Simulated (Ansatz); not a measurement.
# N2O: the cost of one run

Method: CCSD on Hartree-Fock, Gaussian basis cc-pVTZ, in Ansatz 0.2.0.

**1. The system as given**

Bond lengths: N1–N2 1.128 Å, N2–O3 1.186 Å. Angles: N1–N2–O3 180.0°.

Coordinates:

```xyz
3

N     0.0000    0.0000   -1.1280
N     0.0000    0.0000    0.0000
O     0.0000    0.0000    1.1860
```

**2. Relaxing the atoms: N2O**

input.yaml

```yaml
relax:
  f_tol: 0.001
  max_steps: 200
crystal:
  periodic: [false, false, false]
  atoms:
    - { symbol: "N", position_ang: [0.0, 0.0, -1.128] }
    - { symbol: "N", position_ang: [0.0, 0.0, 0.0] }
    - { symbol: O, position_ang: [0.0, 0.0, 1.186] }
basis:
  gaussian: { orbitals: cc-pVTZ }
hamiltonian:
  xc: hf
correlation:
  method: ccsd
scf:
  lower_state_search: "off"
```

Run with:

```console
$ ansatz run input.yaml --threads 4 --pin off --max-ram 14336MiB --backend cpu --events-out ev --progress --plain --runs-dir out
```

Q: Estimate wall time and peak memory on 4 threads of Intel Xeon 6975P-C (Granite Rapids), shared host.

About 4.8 s, with a peak of 0.37 GiB.
